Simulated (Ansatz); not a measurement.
Geometry optimisation, RKS r2SCANh-D4/def2-SVP in Ansatz.

Input:

```yaml
crystal:
  periodic: [false, false, false]
  atoms:
    - { symbol: C, position_ang: [-0.2432, 0.68836, -0.61874] }
    - { symbol: B, position_ang: [0.49927, 0.45456, 0.75386] }
    - { symbol: Mg, position_ang: [0.50228, -1.64184, 0.97273] }
    - { symbol: H, position_ang: [-1.30912, 0.75199, -0.35548] }
    - { symbol: H, position_ang: [-0.00457, 1.62356, -1.13249] }
    - { symbol: H, position_ang: [-0.15716, -0.13143, -1.34816] }
    - { symbol: H, position_ang: [0.72618, 1.46155, 1.32682] }
    - { symbol: H, position_ang: [-0.01367, -3.20674, 0.40145] }
basis:
  gaussian: { orbitals: def2-SVP }
hamiltonian:
  xc: r2scanh
  dispersion: d4
relax:
  f_tol: 0.015
  max_steps: 40
output:
  orbitals: {}
```

Run as:

```bash
$ ansatz run input.yaml --threads 1 --pin off --max-ram 2048MiB --backend cpu --events-out ev --progress --plain --runs-dir out
```

**Question.** Where does it end, and by what steps?

**Answer.** The forces met the threshold. After 10 steps the energy has fallen by 0.364 eV; H8 moved furthest, 1.08 Å.

```csv
step,energy less start (eV),largest force component (eV/Å),accepted
0,0.0000,1.709,yes
1,-0.1823,0.463,yes
2,-0.2498,0.195,yes
3,-0.2939,0.201,yes
4,-0.3269,0.207,yes
5,-0.3321,0.593,yes
6,-0.3600,0.123,yes
7,-0.3635,0.062,yes
8,-0.3636,0.084,yes
9,-0.3643,0.016,yes
10,-0.3644,0.006,yes
```

```xyz
8
Properties=species:S:1:pos:R:3
C -0.286 0.957 -0.786
B 0.300 0.245 0.476
Mg 0.395 -2.019 0.896
H -1.311 1.205 -0.428
H 0.169 1.930 -1.031
H -0.419 0.365 -1.701
H 0.668 1.018 1.346
H 0.483 -3.701 1.229
```

Run time: 36 s on 1 thread of Arm Neoverse V2, on a shared host, peak memory 0.15 GiB.
